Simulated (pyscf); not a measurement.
Single points on ωB97X-D3(BJ)/def2-SVP structures (PySCF, gas phase).

Task: For H₃C–I + methyl (CH₃•) → I• + ethane (H₃C–CH₃), a substitution at C (doublet surface; C–I broken, C–C formed), PBE/def2-TZVP gives ΔE‡ = 0.35 eV and ΔE = -1.30 eV (zero: the separated reactants). In which direction and how far do r²SCAN/def2-TZVP, B3LYP-D3(BJ)/def2-TZVP, ωB97M-D3(BJ)/def2-TZVP move these?

Result: r²SCAN: ΔE‡ = 0.46 eV, ΔE = -1.21 eV; B3LYP-D3(BJ): ΔE‡ = 0.46 eV, ΔE = -1.34 eV; ωB97M-D3(BJ): ΔE‡ = 0.63 eV, ΔE = -1.53 eV. PBE's barrier lies under all of them, by 0.10 to 0.28 eV. Its reaction energy lies among theirs. One saddle was located; it need not be the lowest between these sides. The angle at the attacked C is 180°. Left out: the spin-orbit lowering of I, which is large for Br, Se, Te and I. Elements past Kr carry the def2 core potentials, without spin-orbit coupling.
